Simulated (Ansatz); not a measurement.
```yaml
crystal:
  periodic: [false, false, false]
  atoms:
    - {symbol: Ga, position_ang: [-1.021838, -0.088624, -0.000541]}
    - {symbol: B, position_ang: [0.911836, -0.457517, -0.002161]}
    - {symbol: P, position_ang: [2.562933, -0.276982, -0.000821]}
    - {symbol: H, position_ang: [-2.452931, 0.823122, 0.003523]}
basis:
  gaussian: {orbitals: def2-TZVP}
hamiltonian: {xc: pbe0}
relax: {f_tol: 0.004, max_steps: 80}
```

```sh
$ ansatz run in.yaml --threads 1 --pin off --events-out ev --progress --plain --max-ram 2176MiB
```

Steps of the relaxation (energy above the last step; positions in Å, forces in eV/Å):

```
4
step 1, 252.2 meV
Ga   -1.022   -0.089   -0.001   -0.352    1.239    0.005
B     0.912   -0.458   -0.002   -1.059   -0.182   -0.001
P     2.563   -0.277   -0.001    0.198    0.059    0.000
H    -2.453    0.823    0.004    1.213   -1.116   -0.005
```

```
4
step 2, 15.2 meV
Ga   -0.990    0.096    0.000    0.492   -0.030    0.000
B     0.878   -0.425   -0.002   -0.577    0.115    0.000
P     2.543   -0.344   -0.001    0.032   -0.004    0.000
H    -2.431    0.674    0.003    0.053   -0.081    0.000
```

```
4
step 3, 3.6 meV
Ga   -0.970    0.116    0.000    0.017    0.017    0.000
B     0.862   -0.416   -0.002    0.003    0.003    0.000
P     2.528   -0.352   -0.001   -0.011   -0.007    0.000
H    -2.420    0.652    0.003   -0.010   -0.013    0.000
```

```
4
step 4, 3.4 meV
Ga   -0.968    0.122    0.000   -0.009    0.004    0.000
B     0.862   -0.414   -0.002    0.014    0.010    0.000
P     2.529   -0.356   -0.001   -0.005   -0.009    0.000
H    -2.422    0.647    0.003    0.000   -0.005    0.000
```

```
4
step 6, 2.6 meV
Ga   -0.968    0.138    0.000   -0.015   -0.008    0.000
B     0.868   -0.379   -0.002    0.006    0.017    0.000
P     2.536   -0.386   -0.001    0.005   -0.010    0.000
H    -2.435    0.627    0.003    0.005    0.000    0.000
```

```
4
step 11, 0.1 meV
Ga   -0.966    0.192    0.001   -0.010    0.003    0.000
B     0.898   -0.224   -0.001    0.006    0.002    0.000
P     2.540   -0.512   -0.002   -0.001   -0.002    0.000
H    -2.472    0.544    0.002    0.005   -0.003    0.000
```

```
4
step 12, 0.1 meV
Ga   -0.964    0.206    0.001   -0.002   -0.001    0.000
B     0.905   -0.189   -0.001    0.066   -0.014    0.000
P     2.537   -0.540   -0.002   -0.070    0.015    0.000
H    -2.478    0.523    0.002    0.006   -0.001    0.000
```

```
4
step 13, 0.0 meV
Ga   -0.965    0.202    0.001   -0.002   -0.001    0.000
B     0.903   -0.200   -0.001    0.021   -0.002    0.000
P     2.538   -0.531   -0.002   -0.022    0.004    0.000
H    -2.476    0.530    0.002    0.004    0.000    0.000
```

```
4
step 15, 0.0 meV
Ga   -0.964    0.203    0.001    0.000    0.000    0.000
B     0.904   -0.196   -0.001    0.000    0.000    0.000
P     2.536   -0.535   -0.002    0.000    0.000    0.000
H    -2.476    0.527    0.002    0.000    0.000    0.000
```

Close pairs at the end: Ga1–H4 1.546 Å, B2–P3 1.667 Å, Ga1–B2 1.910 Å.

A stationary point of restricted PBE0 after 15 steps (its stability towards spin polarisation wasn't tested); no frequencies were run, so it isn't proven a minimum. 47 s on 1 thread of Intel Xeon Platinum 8488C, shared host.
